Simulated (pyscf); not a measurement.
## Concerted two-bond exchange: H₂N–GaH₂ (SMILES [NH2][GaH2]) + H₂C=CH₂ (SMILES C=C) → HN=GaH (SMILES [NH]=[GaH]) + H₃C–CH₃ (SMILES CC)

Gas phase, singlet surface, charge 0. Bonds broken: N1–H3, Ga2–H5. Bonds formed: H3–C7, H5–C8. Structures and frequencies: ωB97X-D3(BJ)/def2-SVP in PySCF.

Transition state (Å):

```xyz
12

N     -1.9832    -1.1480     0.2470
Ga    -2.1607    -0.1598     1.6372
H     -1.0353    -0.6737    -0.4251
H     -2.3897    -1.9963    -0.1199
H     -0.8138     0.9042     1.0900
H     -2.7622     0.3298     2.9516
C      0.0502     0.1585    -0.8757
C      0.0738     1.1309     0.1873
H     -0.2868     0.5229    -1.8542
H      0.9096    -0.5219    -0.9254
H     -0.2423     2.1576    -0.0450
H      0.9395     1.1362     0.8644
```

One imaginary mode, 1654i cm⁻¹; descent along it reached the two sides named.

```csv
bond,change,reactant side (Å),saddle,product side
N1–H3,breaks,1.015,1.255,2.528
Ga2–H5,breaks,1.563,1.802,2.7
H3–C7,forms,2.8,1.440,1.101
H5–C8,forms,3.4,1.286,1.105
```

Electronic energies relative to the separated reactants (kJ/mol):

| level | barrier | reaction energy | reverse barrier |
|---|---|---|---|
| ωB97X-D3(BJ)/def2-TZVP | 239.0 | +94.3 | 144.7 |
| PBE/def2-TZVP | 174.2 | +62.4 | 111.8 |
| r²SCAN/def2-TZVP | 189.8 | +76.5 | 113.3 |
| B3LYP-D3(BJ)/def2-TZVP | 216.1 | +84.1 | 132.0 |
| PBE0-D3(BJ)/def2-TZVP | 198.2 | +80.0 | 118.1 |
| M06-2X/def2-TZVP | 229.4 | +98.4 | 131.0 |
| ωB97M-D3(BJ)/def2-TZVP | 240.8 | +94.4 | 146.4 |
| HF/def2-TZVP | 363.4 | +143.9 | 219.5 |

With ωB97M-D3(BJ)/def2-TZVP energies and thermal terms (ideal gas, 1 atm, RRHO with modes under 100 cm⁻¹ raised to 100, one conformer, R ln 2 for chiral ones without a mode under 150 cm⁻¹), in kJ/mol:

```json
[
 {"T (K)": "298", "ΔH‡": "233.1", "ΔG‡": "277.9", "ΔH": "+103.6", "ΔG": "+104.5"},
 {"T (K)": "600", "ΔH‡": "234.2", "ΔG‡": "323.1", "ΔH": "+101.5", "ΔG": "+106.3"},
 {"T (K)": "900", "ΔH‡": "237.2", "ΔG‡": "366.9", "ΔH": "+99.6", "ΔG": "+109.1"},
 {"T (K)": "1200", "ΔH‡": "240.8", "ΔG‡": "409.6", "ΔH": "+98.3", "ΔG": "+112.5"}
]
```

The same reactants have a lower exit, to H₃C–CH₂–GaH–NH₂ (barrier +74.1 kJ/mol at ωB97M-D3(BJ)/def2-TZVP, against +240.8 kJ/mol here). HN=GaH lies 212.6 kJ/mol over its isomer H₂N–Ga [singlet] (electronic energy, ωB97M-D3(BJ)/def2-TZVP). This is the saddle that the search found; another between the same sides may lie lower. Elements up to Kr have no core potential and no relativistic terms here.
